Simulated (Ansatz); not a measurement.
One change: `F/C=C(\F)CF` becomes `CC/C(F)=C\F`.

Ansatz, PBE0-D4/def2-TZVP geometries, multiplicity 1. Each molecule was computed in one conformer, which needn't be the lowest.

```tsv
property	`F/C=C(\F)CF`
LUMO energy (PBE/def2-TZVPP) / eV	-0.62
HOMO energy (PBE/def2-TZVPP) / eV	-6.15
HOMO–LUMO gap (PBE/def2-TZVPP) / eV	5.54
HOMO–LUMO gap (B3LYP/def2-TZVPP) / eV	7.39
size of the dipole moment (PBE/def2-TZVPP) / D	1.38
size of the dipole moment (B3LYP/def2-TZVPP) / D	1.50
```

(1) Give the same properties after the change, and the shifts. (Best estimate.)

Answers

(1) Ansatz gave: 
```json
{"property": "LUMO energy (PBE/def2-TZVPP) / eV", "`CC/C(F)=C\\F`": "-0.50", "shift": "0.12"}
{"property": "HOMO energy (PBE/def2-TZVPP) / eV", "`CC/C(F)=C\\F`": "-5.79", "shift": "0.36"}
{"property": "HOMO–LUMO gap (PBE/def2-TZVPP) / eV", "`CC/C(F)=C\\F`": "5.29", "shift": "-0.25"}
{"property": "HOMO–LUMO gap (B3LYP/def2-TZVPP) / eV", "`CC/C(F)=C\\F`": "7.11", "shift": "-0.28"}
{"property": "size of the dipole moment (PBE/def2-TZVPP) / D", "`CC/C(F)=C\\F`": "0.76", "shift": "-0.62"}
{"property": "size of the dipole moment (B3LYP/def2-TZVPP) / D", "`CC/C(F)=C\\F`": "0.77", "shift": "-0.73"}
```

With PBE0 the HOMO rises by 0.38 eV and the LUMO rises by 0.10 eV, so the gap narrows by about 0.28 eV. PBE moves the HOMO by 0.36 eV and ωB97M-V by 0.38 eV. The zero-point energy changes by 93.1 kJ/mol with +9 modes. Dipoles are sizes alone; their direction can turn.

B3LYP here is the variant with VWN-RPA as its local correlation; programs differ in this.
